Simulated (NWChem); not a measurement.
# hydrogen fluoride (HF); SMILES F

All runs: NWChem. Coordinates come from a PBE0/def2-SVP optimisation.

Q: What does the run give for LDA (Slater exchange, VWN5)/def2-TZVPD? Quantities: highest occupied level (eV); orbital gap (eV); dipole (D).

A: 
```
Item                         Result
---------------------------  ------
highest occupied level (eV)   -9.81
orbital gap (eV)               9.28
dipole (D)                     1.80
```
